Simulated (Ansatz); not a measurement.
# SiP₂H (doublet): wave-function methods side by side, cc-pVDZ

One table from this session's results is given with a row withheld; the runs are named, their logs left out.

The runs use Ansatz 0.2.0, Gaussian basis; cc-pVDZ, core rule «outside noble gas», up to 15 orbitals frozen.

Plan: UHF; CCSD(T) on ROHF; CCSD(T) on UHF; BCCD(T) on ROHF; CISD; CCSDT(Q) on ROHF; CCSDT(Q) on UHF.

20 further runs of the same task are left out: 11 that didn't finish, 9 set aside as unsound or not needed.

### What is computed

The geometry is a PBE0/def2-TZVP stationary point (not a proven minimum).

4 atoms, charge 0, spin multiplicity 2.

Atoms are counted from 1 here; the program's logs count them from 0.

Bond lengths: P1–Si2 2.099 Å, P1–H4 1.429 Å, Si2–P3 2.012 Å. Angles: Si2–P1–H4 87.3°, P1–Si2–P3 175.6°.

As a file:

```xyz
4
charge 0, multiplicity 2
P     0.0000   -0.4106    1.5463
Si    0.0000   -0.2862   -0.5493
P     0.0000   -0.3217   -2.5613
H     0.0000    1.0184    1.5643
```

The first run:

in.yaml reads:

```yaml
crystal:
  periodic: [false, false, false]
  atoms:
    - {symbol: P, position_ang: [-0.000006, -0.410564, 1.546288]}
    - {symbol: Si, position_ang: [0.000029, -0.286152, -0.549294]}
    - {symbol: P, position_ang: [-0.000008, -0.321661, -2.561269]}
    - {symbol: H, position_ang: [-0.000015, 1.018377, 1.564274]}
basis:
  gaussian: {orbitals: cc-pVDZ}
magnetization: {spin_polarized: true, initial_magnetization: 1}
hamiltonian: {xc: hf}
output: {orbitals: {seedname: orbitals}}
```

Run with:

```sh
> ansatz run in.yaml --threads 1 --pin off --events-out ev --progress --plain --max-ram 2393MiB
```

Steps of the session up to this table: UHF; CCSD(T) on ROHF; CCSD(T) on UHF; BCCD(T) on ROHF; CISD; CCSDT(Q) on ROHF; CCSDT(Q) on UHF.

One of the session's tables, all rows but one given; the rest of the session is left out.

```
   method  from RCCSDT(Q) (kJ/mol)
     ROHF                   +967.6
      UHF                   +926.2
     RMP2                        ?
     UMP2                   +205.0
     CISD                   +195.3
    RCCSD                    +63.8
    UCCSD                    +60.8
 RCCSD(T)                    +11.7
 UCCSD(T)                    +13.9
  BCCD(T)                    +10.6
   RCCSDT                     +5.7
   UCCSDT                     +5.4
RCCSDT(Q)                        0
UCCSDT(Q)                     -0.4
```

Estimate the missing values for RMP2.

The run gave: from RCCSDT(Q) (kJ/mol): +175.0. In the column «from RCCSDT(Q) (kJ/mol)» it lies between RCCSD (+63.8) and CISD (+195.3).

With the free atoms at the same levels and basis (separate runs), the atomisation energy is 7.747 eV at RCCSDT(Q), 7.656 eV at RCCSD(T), 7.633 eV at UCCSD(T), 4.096 eV at ROHF.

Limits of these values: The determinant is far from a pure spin state, so its energy mixes those of several spin states (harmless only where they are near-degenerate, as at dissociation). Warnings: spin contamination; large T1 diagnostic. Restricted and unrestricted rows rest on different reference determinants; where their highest levels disagree by more than a few hundredths of an eV, they describe different states and don't form one ladder.
